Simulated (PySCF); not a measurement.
# Li₃ at several levels of theory

All levels use the PBE0 minimum (doublet; Li–Li 2.811 Å (×2), Li–Li 3.374 Å; Li–Li–Li 53.1° (×2), Li–Li–Li 73.8°), basis [Li def2-TZVP], no relativity, density fitting, no spin–orbit coupling, PySCF. For vertical energies the ionised species is a singlet (spins chosen at PBE0 and kept) and the electron-attached one a triplet. Atomisation goes to high-spin ground-configuration atoms, without zero-point energy. Open shells are unrestricted, also as the reference of the correlated levels. A dash marks a value that was not computed or is not defined at that level.

```
  level  atomisation (kJ/mol)  vertical IP (eV)  vertical EA (eV)  −ε(HOMO) (eV)  dipole (D)
   PBE0                   136              4.36              0.58           3.08        0.44
     HF                    45              4.00              0.18           4.48        0.79
    MP2                    76              3.97              0.36              –           –
    PBE                   141              4.39              0.61           2.60        0.30
CCSD(T)                     ?                 ?                 ?              –           –
 r2SCAN                     ?                 ?                 ?              ?           ?
  B3LYP                   130              4.30              0.45           2.87        0.30
  TPSSh                   157              4.34              0.56           2.83        0.61
    LDA                   162              4.34              0.58           2.53        0.27
 M06-2X                   150              4.16              0.35           3.32        0.04
```

Fill in the row of CCSD(T).

atomisation (kJ/mol) 119, vertical IP (eV) 4.17, vertical EA (eV) 0.47.

Fill in the row of r2SCAN.

atomisation (kJ/mol) 137, vertical IP (eV) 4.33, vertical EA (eV) 0.59, −ε(HOMO) (eV) 2.67, dipole (D) 0.49.

For Li₃ itself CCSD(T) correlates 9 electrons; T1 = 0.076, D1 = 0.229, (T) = -3 kJ/mol. T1 is large, so the single-reference value is itself in doubt.

Spin contamination in at least one species weakens the values at: HF, MP2, CCSD(T).

Without diffuse functions attachment energies tend to come out too low.
